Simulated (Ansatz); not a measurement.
# CH₂N₂: one species, many methods

The task here is to estimate one member of a computed series from the others.

Program: Ansatz 0.2.0, Gaussian basis. Level of theory: functionals in def2-TZVPP, the program's frozen cores in correlated methods. These are calculated values, not measurements.

The runs, in order: LDA (SPW92), PBE-D4, revPBE-D4, BLYP-D4, r2SCAN-D4, B97M-V, PBE0-D4, B3LYP-D4, r2SCANh-D4, r2SCAN0-D4, HSE06-D4, BHLYP-D4, CAM-B3LYP-D4, LC-ωPBE, ωB97X-V, ωB97M-V, B2PLYP, PBE-QIDH; CCSD(T)/def2-SVP; CCSD(T)/def2-TZVPP; CCSD(T)/def2-QZVPP; extrapolation to the limit; RPA on PBE.

## Structure used throughout

All runs share one geometry, relaxed beforehand with PBE0-D4 in a triple-zeta def2 set.

SMILES `N#CN`, 5 atoms, charge 0, spin multiplicity 1.

Atoms are counted from 1 here; the program's logs count them from 0.

Bond lengths: N1–C2 1.154 Å, C2–N3 1.335 Å, N3–H4 1.009 Å, N3–H5 1.009 Å. Angles: N1–C2–N3 177.4°, C2–N3–H4 115.2°, C2–N3–H5 115.2°, H4–N3–H5 113.6°.

As a file:

```mol
CH2N2
  3D, bonds by distance, orders not assigned

  5  4  0  0  0  0  0  0  0  0999 V2000
    0.4565   -1.2856    1.3372 N   0  0
    0.2263   -0.5387    0.4881 C   0  0
    0.0026    0.2992   -0.5270 N   0  0
   -0.8892    0.1908   -0.9855 H   0  0
    0.2537    1.2607   -0.3542 H   0  0
  1  2  8  0
  2  3  8  0
  3  4  8  0
  3  5  8  0
M  END
```

The first run:

in.yaml reads:

```yaml
crystal:
  periodic: [false, false, false]
  atoms:
    - {symbol: N, position_ang: [0.456484, -1.285643, 1.337247]}
    - {symbol: C, position_ang: [0.226273, -0.538662, 0.488084]}
    - {symbol: N, position_ang: [0.002624, 0.299221, -0.526994]}
    - {symbol: H, position_ang: [-0.889172, 0.190793, -0.985534]}
    - {symbol: H, position_ang: [0.253692, 1.260691, -0.354203]}
basis:
  gaussian: {orbitals: def2-TZVPP}
hamiltonian: {xc: lda}
output: {orbitals: {seedname: orbitals}}
```

The run is started by

```
ansatz run in.yaml --threads 2 --pin off --events-out ev --progress --plain --max-ram 4352MiB
```

Steps of the session up to this table: LDA; PBE-D4 (GGA); revPBE-D4 (GGA); BLYP-D4 (GGA); r2SCAN-D4 (meta-GGA); B97M-V (meta-GGA); PBE0-D4 (hybrid); B3LYP-D4 (hybrid); r2SCANh-D4 (hybrid); r2SCAN0-D4 (hybrid); HSE06-D4 (hybrid); BHLYP-D4 (hybrid); CAM-B3LYP-D4 (range-separated); LC-ωPBE (range-separated); ωB97X-V (range-separated); ωB97M-V (range-separated); B2PLYP (double hybrid); PBE-QIDH (double hybrid).

One of the session's tables, all rows but one given; the rest of the session is left out.

It belongs to the step «Frontier levels by functional». 

| functional | HOMO (eV) | gap (eV) |
| --- | --- | --- |
| LDA (SPW92) | -6.82 | 6.08 |
| PBE-D4 | -6.63 | 5.95 |
| revPBE-D4 | -6.56 | 5.91 |
| BLYP-D4 | -6.51 | 5.74 |
| r2SCAN-D4 | -6.91 | 7.01 |
| B97M-V | -6.94 | 6.52 |
| PBE0-D4 | -8.02 | 8.19 |
| B3LYP-D4 | -7.79 | 7.55 |
| r2SCANh-D4 | -7.43 | 7.81 |
| r2SCAN0-D4 | -8.22 | 8.94 |
| HSE06-D4 | -7.62 | 7.41 |
| BHLYP-D4 | -9.32 | 10.03 |
| CAM-B3LYP-D4 | -9.44 | 10.33 |
| LC-ωPBE | ? | ? |
| ωB97X-V | -10.43 | 12.50 |
| ωB97M-V | -10.32 | 11.89 |

Q: Estimate the row for LC-ωPBE from the others.

**Answer.** HOMO (eV): -10.83; gap (eV): 13.10. In the column «HOMO (eV)» it is the lowest.
